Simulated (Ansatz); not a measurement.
Relaxed structures of AlSiNH3 (charge -1), closed shell (PBE0-D4/def2-TZVPD; forces vanish, vibrations not checked; lower isomers may exist, and structures with a doubtful reference or unclear bonds are left out; Å). Ansatz 0.2.0; basis: def2-TZVPPD; cores frozen in the correlated methods.

Question: Rank them by CCSD(T) energy, lowest first, and give each one's height above the lowest. Links in brackets join atoms within 1.22 times the sum of their covalent radii (1.1 for two metals). (An estimate is asked for; the value comes from the calculation.)
A.
AlSiNH₃ ([AlH][NH][SiH]), total charge -1
```
6
angstrom
N -0.0261 0.0436 0.0795
Al 0.4003 1.4506 -1.1723
Si -0.5339 0.2834 1.6741
H 0.0667 -0.9074 -0.2571
H 0.7855 0.3485 -2.4183
H -0.6926 -1.2188 2.0941
```
B.
AlSiNH₃ ([NH]1[Al][SiH2]1), total charge -1
```
6
angstrom
N 0.3492 0.0347 0.1098
Al -0.5085 1.1968 -1.0002
Si -0.8375 0.3804 1.3670
H 1.1419 -0.5883 0.1373
H -0.1219 0.8161 2.6418
H -1.4616 -0.9230 1.8557
```
C.
AlSiNH₃ ([NH]1[AlH2][Si]1), total charge -1
```
6
angstrom
N 0.3187 -0.1220 0.1544
Al 0.1249 1.3236 -1.0176
Si -1.1596 0.4076 0.8407
H 0.8882 -0.9106 0.4262
H -0.1384 0.9465 -2.5805
H 1.2214 2.5190 -0.8657
```

Answer: The calculation gives: B (0.0 kJ/mol), C (30.2 kJ/mol), A (74.6 kJ/mol). Heights count from the lowest.

T1 diagnostic: at most 0.020. The restricted Hartree–Fock reference is unstable towards an unrestricted one at one or more of these structures.

For scale, one of the runs: CCSD(T)/def2-TZVPPD, 184 basis functions, launched by `ansatz run in.yaml --threads 2 --pin off --events-out ev --progress --plain --max-ram 4352MiB`. The run took 7.5 s on 2 CPU threads of an AMD EPYC 9R45 (shared host), with 1.7 GiB of host memory at its peak.
